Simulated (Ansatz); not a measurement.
## [NH2···H···N], quartet in cc-pVDZ: errors against UCCSDT(Q)

Geometry: a point of a hydrogen-transfer path between rigid fragments, not a stationary point.

```yaml
atoms:
  - { symbol: N, position_ang: [-1.1999, -0.0184, -0.0286] }
  - { symbol: H, position_ang: [-1.4972, 0.9495, -0.0286] }
  - { symbol: H, position_ang: [-1.4972, -0.4207, 0.8517] }
  - { symbol: H, position_ang: [-0.1059, -0.0184, -0.0286] }
  - { symbol: N, position_ang: [1.4231, -0.0184, -0.0286] }
```

Basis cc-pVDZ; Ansatz 0.2.0. Correlated methods freeze the noble-gas cores, which leaves 13 electrons in 41 orbitals. R marks a restricted (for open shells ROHF) determinant, U an unrestricted one. Active spaces: pair = (5e, 5o) about the gap; valence = (13e, 11o) chosen from the atoms' valence shells.

Full CI isn't at hand for all of this; UCCSDT(Q) serves as the reference, and is uncertain by about the last step of the cluster series. The frozen core follows each run's orbitals, which can shift R against U totals by a few meV.

For open shells CISD is restricted-active-space CI with the open shells as a complete middle space.

The UHF ⟨S²⟩ is 3.761. The T1 diagnostic (RCCSD) is 0.0178 and the largest doubles amplitude (RCCSD) is 0.039. The T1 diagnostic (UCCSD) is 0.0111.

```
   level  E − E(RHF) (eV)
     UHF          -0.1201
    RMP2          -7.3278
    UMP2          -7.3499
   RCCSD          -8.2257
   UCCSD          -8.2284
RCCSD(T)          -8.3767
UCCSD(T)          -8.3787
```

(1) Estimate how far UCCSDT(Q) in cc-pVDZ lies from RCCSD(T). The table doesn't fix it; the size of (T) and the diagnostics are the guide.

(1) UCCSDT(Q) in cc-pVDZ lies 29 meV below RCCSD(T), which is 19 % of the (T) step (-151 meV). The diagnostics are small and one determinant leads, so the series closes fast and only a small part of (T) is left.

The other levels:

```tsv
level	E − E(UCCSDT(Q)) (meV)	share of correlation (%)	wall time
CISD	744	91.15	16 s
BCCD(T)	29	99.66	2.4 s
RCCSDT	14	99.83	–
UCCSDT	12	99.86	–
RCCSDT(Q)	2	99.98	61 s
CASSCF (pair space)	7861	6.48	–
NEVPT2 (pair space)	1078	87.17	0.93 s
MRCISD (pair space)	665	92.09	–
MRCISD+Q (pair space)	64	99.24	1.8 s
CASSCF (valence space)	6275	25.35	–
NEVPT2 (valence space)	1238	85.27	10 s
```

The correlation energy at UCCSDT(Q), counted from RHF, is -8.406 eV. That run took 50 s on 1 thread of Intel Xeon Platinum 8259CL, shared host.

Times hold each run's SCF and search for its determinant on a shared host, so for small cases they say little of a method's own cost; they ran on 1 thread of Intel Xeon Platinum 8259CL.

Natural occupations of CASSCF (valence space) about the gap: 1.978 1.975 1.002 1.000 1.000 0.026 0.022 0.022; effectively unpaired electrons, Σ n²(2−n)², 3.01.
